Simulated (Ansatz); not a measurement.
C5H5F, SMILES `FC1=CC=CC1`. Total charge 0; spin multiplicity 1. The geometry is a stationary point of PBE0-D4/def2-TZVP.

```xyz
11

F     0.837   -2.047   -1.060
C     0.342   -1.005   -0.401
C    -0.324   -1.025    0.758
C    -0.660    0.362    1.076
C    -0.200    1.184    0.121
C     0.495    0.376   -0.929
H    -0.568   -1.897    1.347
H    -1.205    0.661    1.962
H    -0.299    2.260    0.087
H     1.551    0.649   -1.042
H     0.033    0.482   -1.918
```

What is the dipole moment at B3LYP/def2-TZVPP? (Estimate.)

The calculation gave: 1.16 D, with components (-0.21, 1.13, 0.14) D in this frame, pointing from negative to positive charge.

And with PBE, r2SCAN, ωB97M-V? (An estimate is asked.)

The calculation gave: PBE 1.02 D, r2SCAN 1.08 D, ωB97M-V 1.17 D.

Give the Mulliken charges with B3LYP, ωB97M-V, PBE in def2-TZVPP. (Best estimate.)

The calculation gave: 
```csv
atom,B3LYP,ωB97M-V,PBE
F1,-0.20,-0.19,-0.15
C2,0.19,0.15,0.14
C3,-0.17,-0.14,-0.16
C4,-0.11,-0.10,-0.10
C5,-0.22,-0.21,-0.21
C6,-0.05,-0.10,-0.02
H7,0.13,0.12,0.11
H8,0.13,0.13,0.11
H9,0.13,0.12,0.11
H10,0.09,0.11,0.08
H11,0.09,0.11,0.08
```

B3LYP here is the variant with VWN-RPA as its local correlation; programs differ in this.

Program: Ansatz 0.2.0.
